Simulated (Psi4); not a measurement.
# triplet CHFO at 6 levels

Wanted: a comparison of 6 runs (UHF/STO-3G, UHF/3-21G, UB3LYP/6-31G*, U-wB97X-V/def2-TZVPP, UHSE06/def2-TZVPP, UMP3/def2-TZVPP) of triplet CHFO. 

The calculation is run with Psi4 1.11.

1 further run of the same task is left out (set aside as unsound or not needed).

### Step 1. Starting point

The species is CHFO (4 atoms), meant as a triplet with charge 0. SMILES of the parent species: `O=CF`. Geometry: relaxed at PBE0-D4/def2-TZVP. That shape belongs to the parent species and isn't relaxed for this state.

Bond lengths: O1–C2 1.174 Å, C2–F3 1.336 Å, C2–H4 1.097 Å. Angles: O1–C2–F3 122.9°, O1–C2–H4 127.8°, F3–C2–H4 109.3°.

### Step 2. Energy and forces at UHF/STO-3G (run 1)

Input file job.py:

```python
import psi4

psi4.set_memory(2200000000)
psi4.set_num_threads(1)
psi4.set_output_file('psi4.out', False)

geom = psi4.geometry("""
0 3
O     -0.889340     0.201180     0.827740
C     -0.046400     0.067520     0.021620
F      0.585200    -1.091810    -0.181820
H      0.350540     0.823120    -0.667550
symmetry c1
""")

psi4.set_options(dict(reference='uhf', puream=True, e_convergence=1e-09, d_convergence=1e-08, scf_type='pk', maxiter=100))

result = psi4.gradient("hf/STO-3G", molecule=geom)
print('gradient / Eh bohr^-1')
print(result.np.round(6))
```

Started as:

```bash
$ python job.py
```

psi4.out:

```text
[...]
  Running in c1 symmetry.
[...]
  Nuclear repulsion =   67.665503781209736
[...]
  Multiplicity = 3
[...]
  Nalpha       = 13
  Nbeta        = 11
[...]
    Number of basis functions: 16
[...]
   @UHF iter   1:  -209.59540400805935   -1.19581e+00   1.93079e-02 ADIIS/DIIS
[...]
   @UHF iter  15:  -209.69746633275301   -1.70530e-13   5.58084e-09 DIIS
[...]
   @S^2 Observed:                2.004671364E+00
[...]
    Orbital Energies [Eh]
    ---------------------
    Alpha Occupied:
       1A    -25.971660     2A    -20.421495     3A    -11.114159
       4A     -1.553997     5A     -1.466466     6A     -0.827938
       7A     -0.721825     8A     -0.683264     9A     -0.644157
      10A     -0.529706    11A     -0.508234    12A     -0.458930
      13A     -0.206681
    Alpha Virtual:
      14A      0.590963    15A      0.693497    16A      0.958352
    Beta Occupied:
[...]
  @UHF Final Energy:  -209.69746633275301
   => Energetics <=
    Nuclear Repulsion Energy =             67.6655037812097362
    One-Electron Energy =                -425.9862630185841681
    Two-Electron Energy =                 148.6232929046214224
    Total Energy =                       -209.6974663327530095
  UHF NO Occupations:
  HONO-2 :   11  A 1.9984753
  HONO-1 :   12  A 1.0000000
[...]
 Multipole Moments:
 ------------------------------------------------------------------------------------
     Multipole            Electronic (a.u.)      Nuclear  (a.u.)        Total (a.u.)
 ------------------------------------------------------------------------------------
 L = 1.  Multiply by 2.5417464519 to convert [e a0] to [Debye]
 Dipole X            :          0.2586512           -0.2277781            0.0308731
 Dipole Y            :         -1.4957479            1.8022228            0.3064750
 Dipole Z            :          0.3028152           -0.4500990           -0.1472838
 Magnitude           :                                                    0.3414273
[...]
  -Total Gradient:
     Atom            X                  Y                   Z
    ------   -----------------  -----------------  -----------------
       1        0.295503176749    -0.048256915739    -0.282065480904
       2       -0.301129328174     0.006290255654     0.303654396277
       3       -0.013399557063     0.051441897778    -0.005836923184
       4        0.019025708488    -0.009475237694    -0.015751992188
[...]
```

The script printed:

```text
gradient / Eh bohr^-1
[[ 0.295503 -0.048257 -0.282065]
 [-0.301129  0.00629   0.303654]
 [-0.0134    0.051442 -0.005837]
 [ 0.019026 -0.009475 -0.015752]]
```

Run time: 1.2 s. Hardware: 1 thread of Intel Xeon 6975P-C (Granite Rapids), shared host; peak memory 0.18 GiB.

### Step 3. Energy and gradient at UHF/3-21G (run 2)

Input file chfo.json:

```json
{
 "schema_name": "qcschema_input",
 "schema_version": 1,
 "molecule": {
  "schema_name": "qcschema_molecule",
  "schema_version": 2,
  "symbols": ["O", "C", "F", "H"],
  "geometry": [-1.68060903, 0.3801751, 1.5642019, -0.08768329, 0.12759431, 0.04085588, 1.10586773, -2.06322188, -0.34359, 0.6624246, 1.55547137, -1.26148667],
  "molecular_charge": 0,
  "molecular_multiplicity": 3,
  "fix_symmetry": "c1",
  "fix_com": true,
  "fix_orientation": true
 },
 "driver": "gradient",
 "model": {
  "method": "scf",
  "basis": "3-21G"
 },
 "keywords": {
  "reference": "uhf",
  "puream": true,
  "e_convergence": 1e-09,
  "d_convergence": 1e-08,
  "scf_type": "pk",
  "maxiter": 100,
  "scf_properties": ["WIBERG_LOWDIN_INDICES", "MAYER_INDICES", "QUADRUPOLE"]
 }
}
```

Started as:

```bash
$ psi4 --qcschema chfo.json -n 1 --memory 2200MB
```

stdout:

```text
[...]
  Running in c1 symmetry.
[...]
  Nuclear repulsion =   67.665503844173571
[...]
  Multiplicity = 3
[...]
  Nalpha       = 13
  Nbeta        = 11
[...]
    Number of basis functions: 29
[...]
   @UHF iter   1:  -211.30892124717940   -3.84412e-01   1.10227e-02 DIIS/ADIIS
[...]
   @UHF iter  17:  -211.41384070396919   -3.97904e-13   8.58288e-09 DIIS
[...]
   @S^2 Observed:                2.010341832E+00
[...]
  @UHF Final Energy:  -211.41384070396919
   => Energetics <=
    Nuclear Repulsion Energy =             67.6655038441735712
    One-Electron Energy =                -426.3582233445592919
    Two-Electron Energy =                 147.2788787964165067
    Total Energy =                       -211.4138407039691856
  UHF NO Occupations:
  HONO-2 :   11  A 1.9975297
  HONO-1 :   12  A 1.0000000
[...]
 Multipole Moments:
 ------------------------------------------------------------------------------------
     Multipole            Electronic (a.u.)      Nuclear  (a.u.)        Total (a.u.)
 ------------------------------------------------------------------------------------
 L = 1.  Multiply by 2.5417464519 to convert [e a0] to [Debye]
 Dipole X            :          3.3866963           -3.3557378            0.0309585
 Dipole Y            :         13.7712990          -13.2065589            0.5647401
 Dipole Z            :         -8.6499989            8.4049538           -0.2450451
 Magnitude           :                                                    0.6163902
 L = 2.  Multiply by 1.3450342976 to convert [e a0^2] to [Debye ang]
 Quadrupole XX       :        -46.7885007           34.0870011          -12.7014996
 Quadrupole XY       :         25.6269734          -24.6830050            0.9439685
[...]
  -Total Gradient:
     Atom            X                  Y                   Z
    ------   -----------------  -----------------  -----------------
       1        0.212923739806    -0.028229200455    -0.205715319860
       2       -0.226443761133    -0.017308561842     0.236677185699
       3       -0.006783290778     0.041734322549    -0.008889588612
       4        0.020303312105     0.003803439749    -0.022072277226
[...]
```

The result, in JSON:

```text
{
 "driver": "gradient",
 "model": {
  "method": "scf",
  "basis": "3-21G"
 },
 "success": true,
 "return_result": [0.2129237398060554, -0.028229200455295707, -0.20571531985986186, -0.22644376113255557, -0.01730856184223798, 0.23667718569851082, -0.006783290778208745, 0.041734322549104974, -0.008889588611772511, 0.020303312105459687, 0.0038034397490610272, -0.022072277226494547],
 "properties": {
  "calcinfo_nbasis": 29,
  "calcinfo_nmo": 29,
  "calcinfo_nalpha": 13,
  "calcinfo_nbeta": 11,
  "calcinfo_natom": 4,
  "nuclear_repulsion_energy": 67.66550384417357,
  "return_energy": -211.41384070396919,
  "return_gradient": [0.2129237398060554, -0.028229200455295707, -0.20571531985986186, -0.22644376113255557, -0.01730856184223798, 0.23667718569851082, -0.006783290778208745, 0.041734322549104974, -0.008889588611772511, 0.020303312105459687, 0.0038034397490610272, -0.022072277226494547],
  "scf_one_electron_energy": -426.3582233445593,
  "scf_two_electron_energy": 147.2788787964165,
  "scf_dipole_moment": [0.030958534932063575, 0.564740126374554, -0.24504506852597885],
  "scf_total_energy": -211.41384070396919,
  "scf_total_gradient": [0.2129237398060554, -0.028229200455295707, -0.20571531985986186, -0.22644376113255557, -0.01730856184223798, 0.23667718569851082, -0.006783290778208745, 0.041734322549104974, -0.008889588611772511, 0.020303312105459687, 0.0038034397490610272, -0.022072277226494547],
  "scf_iterations": 17
 }
}
```

It took 1.3 s on 1 thread of Intel Xeon 6975P-C (Granite Rapids), shared host; peak memory 0.18 GiB.

Runs 3 to 5 aren't shown in full; the table further down has their settings and results.

### Step 4. The energy at UMP3/def2-TZVPP (run 6)

Input file chfo.xyz:

```xyz
4
CHFO
O     -0.889340     0.201180     0.827740
C     -0.046400     0.067520     0.021620
F      0.585200    -1.091810    -0.181820
H      0.350540     0.823120    -0.667550
```

Input file chfo.py:

```python
import psi4

psi4.set_memory('2200 MB')
psi4.set_num_threads(1)
psi4.set_output_file('run.log', False)

with open('chfo.xyz') as f:
    atoms = ''.join(f.readlines()[2:])
mol = psi4.geometry('0 3\n' + atoms + 'symmetry c1\nno_reorient\nno_com')

options = {'basis': 'def2-TZVPP', 'reference': 'uhf', 'puream': True, 'e_convergence': 1e-09, 'd_convergence': 1e-08, 'scf_type': 'pk', 'num_frozen_docc': 3, 'maxiter': 100, 'mp_type': 'conv'}
psi4.set_options(options)

e, wfn = psi4.energy("mp3", molecule=mol, return_wfn=True)
print(f'mp3 energy: {e:.10f} Eh')
for k, v in sorted(psi4.core.scalar_variables().items()):
    print(f'{k:45s} {v:18.10f}')
```

Started as:

```bash
$ python chfo.py
```

run.log:

```text
[...]
  Running in c1 symmetry.
[...]
  Nuclear repulsion =   67.665503781209750
[...]
  Multiplicity = 3
[...]
  Nalpha       = 13
  Nbeta        = 11
[...]
    Number of basis functions: 107
[...]
   @UHF iter   1:  -212.56230508444733   -4.61261e-01   3.38661e-03 ADIIS/DIIS
[...]
   @UHF iter  17:  -212.68186157605447   -9.49285e-12   7.39070e-09 DIIS
[...]
   @S^2 Observed:                2.018665490E+00
[...]
    Orbital Energies [Eh]
    ---------------------
    Alpha Occupied:
       1A    -26.322537     2A    -20.695825     3A    -11.340042
       4A     -1.660979     5A     -1.560818     6A     -0.929728
       7A     -0.831170     8A     -0.785171     9A     -0.781090
      10A     -0.685244    11A     -0.668083    12A     -0.601958
      13A     -0.299140
    Alpha Virtual:
      14A      0.178683    15A      0.200732    16A      0.238981
      17A      0.298106    18A      0.358810    19A      0.473365
      20A      0.513319    21A      0.576580    22A      0.606534
      23A      0.623036    24A      0.698512    25A      0.726557
[...]
  @UHF Final Energy:  -212.68186157605447
   => Energetics <=
    Nuclear Repulsion Energy =             67.6655037812097504
    One-Electron Energy =                -428.0273325961162527
    Two-Electron Energy =                 147.6799672388520435
    Total Energy =                       -212.6818615760544731
  UHF NO Occupations:
  HONO-2 :   11  A 1.9960125
  HONO-1 :   12  A 1.0000000
[...]
 Multipole Moments:
 ------------------------------------------------------------------------------------
     Multipole            Electronic (a.u.)      Nuclear  (a.u.)        Total (a.u.)
 ------------------------------------------------------------------------------------
 L = 1.  Multiply by 2.5417464519 to convert [e a0] to [Debye]
 Dipole X            :          3.3131392           -3.3557379           -0.0425986
 Dipole Y            :         13.7024200          -13.2065589            0.4958611
 Dipole Z            :         -8.5491942            8.4049538           -0.1442405
 Magnitude           :                                                    0.5181681
[...]
	SCS-MP2 Total Energy (a.u.)        :  -213.23890078561962
	SOS-MP2 Total Energy (a.u.)        :  -213.23223031875580
[...]
	SOS-PI-MP2 Total Energy (a.u.)     :  -213.27456637588668
[...]
	MP2 Total Energy (a.u.)            :  -213.25224171934718
[...]
	SCS-MP3 Total Energy (a.u.)        :  -213.24284892411686
[...]
	MP3 Total Energy (a.u.)            :  -213.26803427333607
[...]
```

Run time: 24 s. Hardware: 1 thread of Intel Xeon 6975P-C (Granite Rapids), shared host; peak memory 1.5 GiB.

### Step 5. The series

| run | level | integration grid | task | energy (Eh) | dipole moment (D) | HOMO energy (eV) | LUMO energy (eV) | wall time |
| --- | --- | --- | --- | --- | --- | --- | --- | --- |
| 1 | UHF/STO-3G | – | gradient | -209.697466 | 0.87 | -5.62 | 5.42 | 1.2 s |
| 2 | UHF/3-21G | – | gradient | -211.413841 | 1.57 | -8.05 | 0.79 | 1.3 s |
| 3 | UB3LYP/6-31G* (spherical functions) | 99 radial × 590 angular | gradient | -213.556901 | 1.20 | -3.27 | – | 7.5 s |
| 4 | U-wB97X-V/def2-TZVPP | 99 radial × 590 angular | energy | -213.590160 | 1.16 | -6.44 | -3.88 | 43 s |
| 5 | UHSE06/def2-TZVPP | 99 radial × 590 angular | energy | -213.468727 | 1.16 | -3.69 | – | 27 s |
| 6 | UMP3/def2-TZVPP | – | energy | -213.268034 | – | -8.14 | 0.20 | 24 s |

### Step 6. What came out

| quantity | value |
| --- | --- |
| run 6: total energy | -213.26803 Eh |
| run 6: HOMO energy (Hartree–Fock orbitals) (highest over α and β) | -8.14 eV |
| run 6: LUMO energy (Hartree–Fock orbitals) (lowest over α and β) | 0.20 eV |
| run 6: correlation energy (3 core orbitals frozen) | -586.2 mEh |
| run 6: ⟨S²⟩ of the reference determinant | 2.019 |

What this shows: Over runs 1, 2, 3, 4, 5 the dipole moment (its size) runs from 0.87 D (UHF/STO-3G) to 1.57 D (UHF/3-21G). Totals of different functionals can't be ranked against each other. In run 1 the basis is minimal, so the values are rough. All runs together took 1.7 min, the longest 43 s.
